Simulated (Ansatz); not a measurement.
## Which is lower?

Two relaxed structures of B2HO, doublet (PBE0-D4/def2-TZVP; forces vanish, vibrations not checked).

A:

```
4
angstrom
B -0.5547 0.6449 0.0842
B 1.1468 -1.2819 0.6513
O 0.3228 -0.3557 0.2663
H -0.9148 0.9927 -1.0018
```

B:

```tsv
atom	x (Å)	y (Å)	z (Å)
B1	-0.5947	0.7376	-0.3360
B2	0.3186	-0.0587	0.7060
O3	-0.2327	1.1670	0.9301
H4	-1.2621	1.2686	-1.1556
```

Ansatz 0.2.0; basis: def2-TZVPP; cores frozen in the correlated methods; orbitals are unrestricted. B3LYP uses VWN-RPA correlation.

(1) Which structure is lower at CCSD(T), and by how much? (Judge from chemistry; the value comes from the calculation.)

(2) Do the other methods give the same order? (A judgement: the text doesn't fix the answer.)

The T1 diagnostic stays at or below 0.021. ⟨S²⟩ of the unrestricted Hartree–Fock references: 0.76 to 0.77 (a pure state has 0.75).

Results:

(1) The calculation gives: B, by 41.2 kJ/mol (electronic energy, against the other). By their contacts, A is B₂HO ([B][O][BH]) and B is B₂HO ([B]1[BH][O]1).

(2) By the calculation: Not all: HF gives the other order.

```csv
method,E(B) − E(A) (kJ/mol)
PBE-D4,-68.7
r2SCAN-D4,-63.7
PBE0-D4,-62.0
B3LYP-D4,-42.6
wB97M-V,-46.2
HF,5.6
MP2,-56.3
CCSD,-34.2
CCSD(T),-41.2
```

Labels in which every atom is bracketed show which atoms are joined, not bond orders.

For scale, one of the runs: CCSD(T)/def2-TZVPP, 107 basis functions, launched by `ansatz run in.yaml --threads 2 --pin off --events-out ev --progress --plain --max-ram 4352MiB`. The run took about 5 s on 2 CPU threads of an Arm Neoverse V2 (shared host).
